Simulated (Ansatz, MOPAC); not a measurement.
Gas-phase reaction in SMILES: CCO [ethanol] → [CH3] (CH3) + [CH2]O (CH3O) (the C-C bond breaks)

Wanted: bond dissociation energy (enthalpy at 298 K), in kcal/mol. Terms: UHF or UKS for open shells; spin-orbit terms left out; 6-31G* and kin with 6d, 5d where marked; non-relativistic; PM7 with its own dispersion and hydrogen-bond terms; dispersion terms only where a functional's name holds one. Ab initio and DFT rows: single points at B3LYP-D3(BJ) geometries (Ansatz, a quantum-chemistry and plane-wave program), with unscaled harmonic terms from B3LYP/6-31G* at its own minima. Semi-empirical rows: MOPAC heats of formation at their own minima for 298 K.

```json
[
 {"species": "CCO", "coefficient": "-1", "E at HF/6-31G* (Ansatz), Eh": "-154.07494", "E at wB97X-V/def2-TZVPD (Ansatz), Eh": "-155.05412", "H(298 K) - E, kcal/mol": "53.66", "heat of formation at PM7 (MOPAC), kcal/mol": "-55.87"},
 {"species": "[CH3] (CH3)", "coefficient": "+1", "E at HF/6-31G* (Ansatz), Eh": "-39.55890", "E at wB97X-V/def2-TZVPD (Ansatz), Eh": "-39.83594", "H(298 K) - E, kcal/mol": "21.26", "heat of formation at PM7 (MOPAC), kcal/mol": "27.97"},
 {"species": "[CH2]O (CH3O)", "coefficient": "+1", "E at HF/6-31G* (Ansatz), Eh": "-114.40780", "E at wB97X-V/def2-TZVPD (Ansatz), Eh": "-115.06935", "H(298 K) - E, kcal/mol": "26.19", "heat of formation at PM7 (MOPAC), kcal/mol": "-21.31"}
]
```

Measured values: Active Thermochemical Tables 1.112 (ions: stationary electron), as tabulated in the package chemicals; they hold spin-orbit and core effects, anharmonicity and other conformers.  Value to compare with, the measured value: 87.2 kcal/mol. 1 Eh = 627.5095 kcal/mol.

Work the quantity out at each level, and compare with the measured value.


- HF/6-31G*: the sum of coefficient times E is 0.10824 Eh, or 67.92 kcal/mol; the thermal terms add -6.21. Result: 61.7 kcal/mol. Its error against the measured value is -25.5 kcal/mol.
- wB97X-V/def2-TZVPD: the sum of coefficient times E is 0.14883 Eh, or 93.39 kcal/mol; the thermal terms add -6.21. Result: 87.2 kcal/mol. Its error against the measured value is 0.0 kcal/mol.
- PM7: the sum of coefficient times heat of formation is 62.53 kcal/mol; it needs no thermal term. Its error against the measured value is -24.7 kcal/mol.
